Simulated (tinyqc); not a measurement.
Inside a calculation (part 1 of 2). Method: UHF in the sto-3g basis, for LiH, spin multiplicity 3. Computed by tinyqc, a small Python program that keeps every step (integrals from PySCF). Settings: charge = 0, multiplicity = 3, basis = sto-3g, energy threshold = 1e-09, iteration cap = 89, orthogonalisation = canonical, start = highest core orbitals, DIIS depth = 0, method = UHF. Command: `OMP_NUM_THREADS=1 python tinyqc.py 23425 23426 out.jsonl` (the two numbers bound the seeds that draw the settings). One thread of a shared host (Intel(R) Xeon(R) Processor @ 2.60GHz), about 0.1 s of CPU time with the checks. Later iterations appear only in the table of the cycle.

## One-electron integrals

Geometry (angstrom):
```
atom         x         y         z
Li    0.000000  0.000000  0.000000
H     0.000000  0.000000  1.898000
```

Basis sto-3g: exponents (1/bohr^2) and contraction coefficients of normalised primitives:
```
element  l (shell)   exponent  coefficient
Li           s (1)  16.119575     0.154329
Li           s (1)   2.936201     0.535328
Li           s (1)   0.794651     0.444635
Li           s (2)   0.636290    -0.099967
Li           s (2)   0.147860     0.399513
Li           s (2)   0.048089     0.700115
Li           p (3)   0.636290     0.155916
Li           p (3)   0.147860     0.607684
Li           p (3)   0.048089     0.391957
H            s (1)   3.425251     0.154329
H            s (1)   0.623914     0.535328
H            s (1)   0.168855     0.444635
```

Overlap, kinetic and nuclear-attraction integrals over the contracted functions; the nuclear repulsion is the sum of Za Zb / Rab.

nuclear repulsion = 0.83642341 hartree

overlap S, order 1Li 1s, 1Li 2s, 1Li 2px, 1Li 2py, 1Li 2pz, 2H 1s:
```
[[1.000000, 0.241137, 0.000000, 0.000000, 0.000000, 0.034801],
 [0.241137, 1.000000, 0.000000, 0.000000, 0.000000, 0.322380],
 [0.000000, 0.000000, 1.000000, 0.000000, 0.000000, 0.000000],
 [0.000000, 0.000000, 0.000000, 1.000000, 0.000000, 0.000000],
 [0.000000, 0.000000, 0.000000, 0.000000, 1.000000, 0.447178],
 [0.034801, 0.322380, 0.000000, 0.000000, 0.447178, 1.000000]]
```

kinetic energy T (hartree), order 1Li 1s, 1Li 2s, 1Li 2px, 1Li 2py, 1Li 2pz, 2H 1s:
```
[[3.576786, -0.020237, 0.000000, 0.000000, 0.000000, -0.010583],
 [-0.020237, 0.102163, 0.000000, 0.000000, 0.000000, 0.024411],
 [0.000000, 0.000000, 0.319682, 0.000000, 0.000000, 0.000000],
 [0.000000, 0.000000, 0.000000, 0.319682, 0.000000, 0.000000],
 [0.000000, 0.000000, 0.000000, 0.000000, 0.319682, 0.085657],
 [-0.010583, 0.024411, 0.000000, 0.000000, 0.085657, 0.760032]]
```

nuclear attraction V (hartree), order 1Li 1s, 1Li 2s, 1Li 2px, 1Li 2py, 1Li 2pz, 2H 1s:
```
[[-8.261689, -1.031574, 0.000000, 0.000000, -0.011445, -0.145648],
 [-1.031574, -1.466579, 0.000000, 0.000000, -0.104906, -0.548948],
 [0.000000, 0.000000, -1.429429, 0.000000, 0.000000, 0.000000],
 [0.000000, 0.000000, 0.000000, -1.429429, 0.000000, 0.000000],
 [-0.011445, -0.104906, 0.000000, 0.000000, -1.512107, -0.770220],
 [-0.145648, -0.548948, 0.000000, 0.000000, -0.770220, -2.062506]]
```

core Hamiltonian H = T + V (hartree), order 1Li 1s, 1Li 2s, 1Li 2px, 1Li 2py, 1Li 2pz, 2H 1s:
```
[[-4.684903, -1.051811, 0.000000, 0.000000, -0.011445, -0.156232],
 [-1.051811, -1.364415, 0.000000, 0.000000, -0.104906, -0.524538],
 [0.000000, 0.000000, -1.109747, 0.000000, 0.000000, 0.000000],
 [0.000000, 0.000000, 0.000000, -1.109747, 0.000000, 0.000000],
 [-0.011445, -0.104906, 0.000000, 0.000000, -1.192425, -0.684563],
 [-0.156232, -0.524538, 0.000000, 0.000000, -0.684563, -1.302474]]
```

## Two-electron integrals

Functions are numbered as in S; the eight-fold symmetry (ij|kl) = (ji|kl) = (kl|ij) leaves the list below.

Two-electron integrals (ij|kl) in chemists' order, unique and non-zero (hartree):
```
(11|11) 1.680395   (21|11) 0.265420   (21|21) 0.049941   (22|11) 0.397727
(22|21) 0.092860   (22|22) 0.290562   (31|31) 0.008981   (32|31) 0.013788
(32|32) 0.064184   (33|11) 0.396640   (33|21) 0.092880   (33|22) 0.290497
(33|33) 0.312946   (41|41) 0.008981   (42|41) 0.013788   (42|42) 0.064184
(43|43) 0.016869   (44|11) 0.396640   (44|21) 0.092880   (44|22) 0.290497
(44|33) 0.279207   (44|44) 0.312946   (51|51) 0.008981   (52|51) 0.013788
(52|52) 0.064184   (53|53) 0.016869   (54|54) 0.016869   (55|11) 0.396640
(55|21) 0.092880   (55|22) 0.290497   (55|33) 0.279207   (55|44) 0.279207
(55|55) 0.312946   (61|11) 0.036909   (61|21) 0.006994   (61|22) 0.013301
(61|33) 0.013146   (61|44) 0.013146   (61|51) 0.000855   (61|52) 0.001667
(61|55) 0.013617   (61|61) 0.001076   (62|11) 0.108833   (62|21) 0.025823
(62|22) 0.088343   (62|33) 0.083467   (62|44) 0.083467   (62|51) 0.004109
(62|52) 0.027173   (62|55) 0.098011   (62|61) 0.004352   (62|62) 0.048143
(63|31) 0.001818   (63|32) 0.009071   (63|53) 0.003930   (63|63) 0.003000
(64|41) 0.001818   (64|42) 0.009071   (64|54) 0.003930   (64|64) 0.003000
(65|11) 0.141692   (65|21) 0.033904   (65|22) 0.119848   (65|33) 0.111616
(65|44) 0.111616   (65|51) 0.006337   (65|52) 0.041768   (65|55) 0.136191
(65|61) 0.005888   (65|62) 0.070828   (65|65) 0.105218   (66|11) 0.278531
(66|21) 0.067065   (66|22) 0.253518   (66|33) 0.231389   (66|44) 0.231389
(66|51) 0.011224   (66|52) 0.094671   (66|55) 0.297638   (66|61) 0.011604
(66|62) 0.176835   (66|65) 0.268861   (66|66) 0.774606
```

## Orthogonalisation

S = U s U^T; canonical form X = U s^(-1/2), so that X^T S X = 1. Each column of U has its largest component positive (the first on a tie).

eigenvalues of S: [0.437008, 0.802049, 1.000000, 1.000000, 1.179414, 1.581529]

X, order 1Li 1s, 1Li 2s, 1Li 2px, 1Li 2py, 1Li 2pz, 2H 1s:
```
[[0.232929, 0.780030, 0.000000, 0.000000, 0.605716, 0.187444],
 [-0.693459, -0.610204, 0.000000, 0.000000, 0.477693, 0.374725],
 [0.000000, 0.000000, 0.772380, -0.635161, 0.000000, 0.000000],
 [0.000000, 0.000000, 0.635161, 0.772380, 0.000000, 0.000000],
 [-0.823521, 0.471620, 0.000000, 0.000000, -0.466631, 0.411973],
 [1.036803, -0.208770, 0.000000, 0.000000, -0.187219, 0.535746]]
```

Within a degenerate level the vectors are fixed only up to a rotation; this is one choice.

## Starting guess

The start is the highest orbitals of the core Hamiltonian (a deliberately bad start); D(s) = C_occ C_occ^T for each spin.

D(alpha) at the start, order 1Li 1s, 1Li 2s, 1Li 2px, 1Li 2py, 1Li 2pz, 2H 1s:
```
[[0.041475, -0.207599, 0.000000, 0.000000, 0.014852, 0.122496],
 [-0.207599, 1.052260, 0.000000, 0.000000, 0.046812, -0.712985],
 [0.000000, 0.000000, 0.000647, -0.025431, 0.000000, 0.000000],
 [0.000000, 0.000000, -0.025431, 0.999353, 0.000000, 0.000000],
 [0.014852, 0.046812, 0.000000, 0.000000, 1.121092, -0.875712],
 [0.122496, -0.712985, 0.000000, 0.000000, -0.875712, 1.119668]]
```

D(beta) at the start, order 1Li 1s, 1Li 2s, 1Li 2px, 1Li 2py, 1Li 2pz, 2H 1s:
```
[[0.003293, -0.022796, 0.000000, 0.000000, -0.056978, 0.057656],
 [-0.022796, 0.157819, 0.000000, 0.000000, 0.394467, -0.399159],
 [0.000000, 0.000000, 0.000000, 0.000000, 0.000000, 0.000000],
 [0.000000, 0.000000, 0.000000, 0.000000, 0.000000, 0.000000],
 [-0.056978, 0.394467, 0.000000, 0.000000, 0.985964, -0.997692],
 [0.057656, -0.399159, 0.000000, 0.000000, -0.997692, 1.009559]]
```

## Iteration 1: building the Fock matrix

J_ij = sum D_kl (ij|kl) with D = D(alpha) + D(beta), K_ij = sum D_kl (ik|jl) for each spin; F = H + J - K(s); E = tr D H + tr D J / 2 - 0.5 sum_s tr D(s) K(s) + E_nn.

Coulomb J (hartree), order 1Li 1s, 1Li 2s, 1Li 2px, 1Li 2py, 1Li 2pz, 2H 1s:
```
[[1.499971, 0.350671, 0.000000, 0.000000, 0.002736, 0.051116],
 [0.350671, 1.128252, 0.000000, 0.000000, 0.040722, 0.419119],
 [0.000000, 0.000000, 1.087575, -0.000858, 0.000000, 0.000000],
 [0.000000, 0.000000, -0.000858, 1.121269, 0.000000, 0.000000],
 [0.002736, 0.040722, 0.000000, 0.000000, 1.175443, 0.593466],
 [0.051116, 0.419119, 0.000000, 0.000000, 0.593466, 1.482271]]
```

exchange K(alpha) (hartree), order 1Li 1s, 1Li 2s, 1Li 2px, 1Li 2py, 1Li 2pz, 2H 1s:
```
[[0.029872, 0.031140, 0.000000, 0.000000, -0.007764, -0.001185],
 [0.031140, 0.292069, 0.000000, 0.000000, -0.125082, -0.004829],
 [0.000000, 0.000000, 0.082145, -0.007530, 0.000000, 0.000000],
 [0.000000, 0.000000, -0.007530, 0.377838, 0.000000, 0.000000],
 [-0.007764, -0.125082, 0.000000, 0.000000, 0.251169, 0.023228],
 [-0.001185, -0.004829, 0.000000, 0.000000, 0.023228, 0.323756]]
```

exchange K(beta) (hartree), order 1Li 1s, 1Li 2s, 1Li 2px, 1Li 2py, 1Li 2pz, 2H 1s:
```
[[0.008222, 0.008611, 0.000000, 0.000000, -0.000977, -0.003066],
 [0.008611, 0.031905, 0.000000, 0.000000, 0.009388, 0.007339],
 [0.000000, 0.000000, 0.014318, 0.000000, 0.000000, 0.000000],
 [0.000000, 0.000000, 0.000000, 0.014318, 0.000000, 0.000000],
 [-0.000977, 0.009388, 0.000000, 0.000000, 0.119940, -0.003129],
 [-0.003066, 0.007339, 0.000000, 0.000000, -0.003129, 0.272050]]
```

F(alpha) (hartree), order 1Li 1s, 1Li 2s, 1Li 2px, 1Li 2py, 1Li 2pz, 2H 1s:
```
[[-3.214803, -0.732281, 0.000000, 0.000000, -0.000946, -0.103931],
 [-0.732281, -0.528232, 0.000000, 0.000000, 0.060898, -0.100590],
 [0.000000, 0.000000, -0.104318, 0.006672, 0.000000, 0.000000],
 [0.000000, 0.000000, 0.006672, -0.366316, 0.000000, 0.000000],
 [-0.000946, 0.060898, 0.000000, 0.000000, -0.268152, -0.114325],
 [-0.103931, -0.100590, 0.000000, 0.000000, -0.114325, -0.143958]]
```

F(beta) (hartree), order 1Li 1s, 1Li 2s, 1Li 2px, 1Li 2py, 1Li 2pz, 2H 1s:
```
[[-3.193154, -0.709751, 0.000000, 0.000000, -0.007732, -0.102050],
 [-0.709751, -0.268068, 0.000000, 0.000000, -0.073572, -0.112758],
 [0.000000, 0.000000, -0.036490, -0.000858, 0.000000, 0.000000],
 [0.000000, 0.000000, -0.000858, -0.002795, 0.000000, 0.000000],
 [-0.007732, -0.073572, 0.000000, 0.000000, -0.136923, -0.087968],
 [-0.102050, -0.112758, 0.000000, 0.000000, -0.087968, -0.092252]]
```

total energy of this density = -1.72828972 hartree

## Iteration 1: diagonalisation and new density

Diagonalise F' = X^T F X, C = X C', fill 3 alpha and 1 beta electrons from the bottom; D(s) = C_occ C_occ^T. Each column has its largest component positive (the first on a tie).

F' = X^T F X (alpha) (hartree):
```
[[-0.168889, -0.266421, 0.000000, 0.000000, -0.217193, -0.030222],
 [-0.266421, -1.526559, 0.000000, 0.000000, -1.256809, -0.538142],
 [0.000000, 0.000000, -0.203469, -0.127244, 0.000000, 0.000000],
 [0.000000, 0.000000, -0.127244, -0.267164, 0.000000, 0.000000],
 [-0.217193, -1.256809, 0.000000, 0.000000, -1.792250, -0.635533],
 [-0.030222, -0.538142, 0.000000, 0.000000, -0.635533, -0.469900]]
```

orbital energies (alpha) (hartree): [-3.215514, -0.413361, -0.366486, -0.240894, -0.104148, -0.087828]

coefficients C (alpha), order 1Li 1s, 1Li 2s, 1Li 2px, 1Li 2py, 1Li 2pz, 2H 1s:
```
[[1.003894, -0.215935, 0.000000, -0.093103, 0.000000, 0.040384],
 [-0.017084, 0.970180, 0.000000, 0.400504, 0.000000, -0.346263],
 [0.000000, 0.000000, -0.025439, 0.000000, 0.999676, 0.000000],
 [0.000000, 0.000000, 0.999676, 0.000000, 0.025439, 0.000000],
 [-0.000611, -0.362355, 0.000000, 0.882741, 0.000000, -0.614448],
 [0.002864, -0.094569, 0.000000, 0.063097, 0.000000, 1.194859]]
```

F' = X^T F X (beta) (hartree):
```
[[-0.082891, -0.225143, 0.000000, 0.000000, -0.268570, -0.033313],
 [-0.225143, -1.343019, 0.000000, 0.000000, -1.417708, -0.553450],
 [0.000000, 0.000000, -0.023739, 0.016364, 0.000000, 0.000000],
 [0.000000, 0.000000, 0.016364, -0.015547, 0.000000, 0.000000],
 [-0.268570, -1.417708, 0.000000, 0.000000, -1.611376, -0.624175],
 [-0.033313, -0.553450, 0.000000, 0.000000, -0.624175, -0.427768]]
```

orbital energies (beta) (hartree): [-3.194442, -0.203746, -0.059214, -0.036512, -0.007651, -0.002774]

coefficients C (beta), order 1Li 1s, 1Li 2s, 1Li 2px, 1Li 2py, 1Li 2pz, 2H 1s:
```
[[1.004934, -0.147668, 0.132104, 0.000000, 0.124825, 0.000000],
 [-0.021788, 0.642095, -0.541959, 0.000000, -0.717888, 0.000000],
 [0.000000, 0.000000, 0.000000, 0.999676, 0.000000, -0.025439],
 [0.000000, 0.000000, 0.000000, 0.025439, 0.000000, 0.999676],
 [0.000602, 0.683924, 0.845196, 0.000000, -0.325530, 0.000000],
 [0.003227, 0.126054, -0.436298, 0.000000, 1.111019, 0.000000]]
```

D(alpha) after iteration 1, order 1Li 1s, 1Li 2s, 1Li 2px, 1Li 2py, 1Li 2pz, 2H 1s:
```
[[1.054432, -0.226646, 0.000000, 0.000000, 0.077631, 0.023296],
 [-0.226646, 0.941541, 0.000000, 0.000000, -0.351539, -0.091798],
 [0.000000, 0.000000, 0.000647, -0.025431, 0.000000, 0.000000],
 [0.000000, 0.000000, -0.025431, 0.999353, 0.000000, 0.000000],
 [0.077631, -0.351539, 0.000000, 0.000000, 0.131301, 0.034266],
 [0.023296, -0.091798, 0.000000, 0.000000, 0.034266, 0.008952]]
```

D(beta) after iteration 1, order 1Li 1s, 1Li 2s, 1Li 2px, 1Li 2py, 1Li 2pz, 2H 1s:
```
[[1.009892, -0.021895, 0.000000, 0.000000, 0.000605, 0.003243],
 [-0.021895, 0.000475, 0.000000, 0.000000, -0.000013, -0.000070],
 [0.000000, 0.000000, 0.000000, 0.000000, 0.000000, 0.000000],
 [0.000000, 0.000000, 0.000000, 0.000000, 0.000000, 0.000000],
 [0.000605, -0.000013, 0.000000, 0.000000, 0.000000, 0.000002],
 [0.003243, -0.000070, 0.000000, 0.000000, 0.000002, 0.000010]]
```

## Iteration 2: building the Fock matrix

As before.

Coulomb J (hartree), order 1Li 1s, 1Li 2s, 1Li 2px, 1Li 2py, 1Li 2pz, 2H 1s:
```
[[4.154497, 0.714191, 0.000000, 0.000000, -0.008464, 0.098905],
 [0.714191, 1.372192, 0.000000, 0.000000, -0.044164, 0.370749],
 [0.000000, 0.000000, 1.357251, -0.000858, 0.000000, 0.000000],
 [0.000000, 0.000000, -0.000858, 1.390945, 0.000000, 0.000000],
 [-0.008464, -0.044164, 0.000000, 0.000000, 1.361290, 0.486586],
 [0.098905, 0.370749, 0.000000, 0.000000, 0.486586, 0.979614]]
```

exchange K(alpha) (hartree), order 1Li 1s, 1Li 2s, 1Li 2px, 1Li 2py, 1Li 2pz, 2H 1s:
```
[[1.709235, 0.280779, 0.000000, 0.000000, -0.005217, 0.037980],
 [0.280779, 0.344032, 0.000000, 0.000000, -0.123590, 0.028545],
 [0.000000, 0.000000, 0.081643, -0.007530, 0.000000, 0.000000],
 [0.000000, 0.000000, -0.007530, 0.377337, 0.000000, 0.000000],
 [-0.005217, -0.123590, 0.000000, 0.000000, 0.124514, 0.000817],
 [0.037980, 0.028545, 0.000000, 0.000000, 0.000817, 0.005855]]
```

exchange K(beta) (hartree), order 1Li 1s, 1Li 2s, 1Li 2px, 1Li 2py, 1Li 2pz, 2H 1s:
```
[[1.685657, 0.258661, 0.000000, 0.000000, 0.000704, 0.035737],
 [0.258661, 0.046663, 0.000000, 0.000000, 0.000174, 0.006480],
 [0.000000, 0.000000, 0.008507, 0.000000, 0.000000, 0.000000],
 [0.000000, 0.000000, 0.000000, 0.008507, 0.000000, 0.000000],
 [0.000704, 0.000174, 0.000000, 0.000000, 0.008534, 0.000807],
 [0.035737, 0.006480, 0.000000, 0.000000, 0.000807, 0.000983]]
```

F(alpha) (hartree), order 1Li 1s, 1Li 2s, 1Li 2px, 1Li 2py, 1Li 2pz, 2H 1s:
```
[[-2.239641, -0.618399, 0.000000, 0.000000, -0.014692, -0.095307],
 [-0.618399, -0.336255, 0.000000, 0.000000, -0.025480, -0.182333],
 [0.000000, 0.000000, 0.165860, 0.006672, 0.000000, 0.000000],
 [0.000000, 0.000000, 0.006672, -0.096138, 0.000000, 0.000000],
 [-0.014692, -0.025480, 0.000000, 0.000000, 0.044350, -0.198794],
 [-0.095307, -0.182333, 0.000000, 0.000000, -0.198794, -0.328715]]
```

F(beta) (hartree), order 1Li 1s, 1Li 2s, 1Li 2px, 1Li 2py, 1Li 2pz, 2H 1s:
```
[[-2.216062, -0.596281, 0.000000, 0.000000, -0.020613, -0.093065],
 [-0.596281, -0.038886, 0.000000, 0.000000, -0.149244, -0.160269],
 [0.000000, 0.000000, 0.238996, -0.000858, 0.000000, 0.000000],
 [0.000000, 0.000000, -0.000858, 0.272691, 0.000000, 0.000000],
 [-0.020613, -0.149244, 0.000000, 0.000000, 0.160330, -0.198784],
 [-0.093065, -0.160269, 0.000000, 0.000000, -0.198784, -0.323844]]
```

total energy of this density = -7.29916656 hartree

## Iteration 2: diagonalisation and new density

As before.

F' = X^T F X (alpha) (hartree):
```
[[0.125444, -0.184401, 0.000000, 0.000000, -0.026249, -0.196356],
 [-0.184401, -0.876095, 0.000000, 0.000000, -0.974964, -0.314692],
 [0.000000, 0.000000, 0.066708, -0.127244, 0.000000, 0.000000],
 [0.000000, 0.000000, -0.127244, 0.003013, 0.000000, 0.000000],
 [-0.026249, -0.974964, 0.000000, 0.000000, -1.219006, -0.485129],
 [-0.196356, -0.314692, 0.000000, 0.000000, -0.485129, -0.489841]]
```

orbital energies (alpha) (hartree): [-2.242974, -0.345514, -0.118445, -0.096308, 0.166030, 0.247436]

coefficients C (alpha), order 1Li 1s, 1Li 2s, 1Li 2px, 1Li 2py, 1Li 2pz, 2H 1s:
```
[[0.989247, -0.111885, -0.259491, 0.000000, 0.000000, -0.079159],
 [0.042317, 0.262467, 1.002698, 0.000000, 0.000000, 0.381787],
 [0.000000, 0.000000, 0.000000, -0.025439, 0.999676, 0.000000],
 [0.000000, 0.000000, 0.000000, 0.999676, 0.025439, 0.000000],
 [0.009262, 0.108269, -0.235267, 0.000000, 0.000000, 1.104953],
 [-0.006931, 0.839218, -0.411696, 0.000000, 0.000000, -0.752856]]
```

F' = X^T F X (beta) (hartree):
```
[[0.176724, -0.143110, 0.000000, 0.000000, -0.057299, -0.235199],
 [-0.143110, -0.674302, 0.000000, 0.000000, -1.138722, -0.354590],
 [0.000000, 0.000000, 0.251748, 0.016364, 0.000000, 0.000000],
 [0.000000, 0.000000, 0.016364, 0.259939, 0.000000, 0.000000],
 [-0.057299, -1.138722, 0.000000, 0.000000, -1.050204, -0.443936],
 [-0.235199, -0.354590, 0.000000, 0.000000, -0.443936, -0.452880]]
```

orbital energies (beta) (hartree): [-2.218103, -0.330780, 0.198465, 0.238974, 0.272713, 0.349755]

coefficients C (beta), order 1Li 1s, 1Li 2s, 1Li 2px, 1Li 2py, 1Li 2pz, 2H 1s:
```
[[0.992458, -0.069431, -0.269688, 0.000000, 0.000000, 0.046953],
 [0.030285, 0.105903, 1.092354, 0.000000, 0.000000, -0.128351],
 [0.000000, 0.000000, 0.000000, 0.999676, -0.025439, 0.000000],
 [0.000000, 0.000000, 0.000000, 0.025439, 0.999676, 0.000000],
 [0.012420, 0.122824, 0.311756, 0.000000, 0.000000, 1.084273],
 [-0.005754, 0.903266, -0.588998, 0.000000, 0.000000, -0.527047]]
```

D(alpha) after iteration 2, order 1Li 1s, 1Li 2s, 1Li 2px, 1Li 2py, 1Li 2pz, 2H 1s:
```
[[1.058464, -0.247696, 0.000000, 0.000000, 0.058099, 0.006079],
 [-0.247696, 1.076082, 0.000000, 0.000000, -0.207093, -0.192833],
 [0.000000, 0.000000, 0.000000, 0.000000, 0.000000, 0.000000],
 [0.000000, 0.000000, 0.000000, 0.000000, 0.000000, 0.000000],
 [0.058099, -0.207093, 0.000000, 0.000000, 0.067159, 0.187656],
 [0.006079, -0.192833, 0.000000, 0.000000, 0.187656, 0.873828]]
```

D(beta) after iteration 2, order 1Li 1s, 1Li 2s, 1Li 2px, 1Li 2py, 1Li 2pz, 2H 1s:
```
[[0.984974, 0.030057, 0.000000, 0.000000, 0.012327, -0.005711],
 [0.030057, 0.000917, 0.000000, 0.000000, 0.000376, -0.000174],
 [0.000000, 0.000000, 0.000000, 0.000000, 0.000000, 0.000000],
 [0.000000, 0.000000, 0.000000, 0.000000, 0.000000, 0.000000],
 [0.012327, 0.000376, 0.000000, 0.000000, 0.000154, -0.000071],
 [-0.005711, -0.000174, 0.000000, 0.000000, -0.000071, 0.000033]]
```
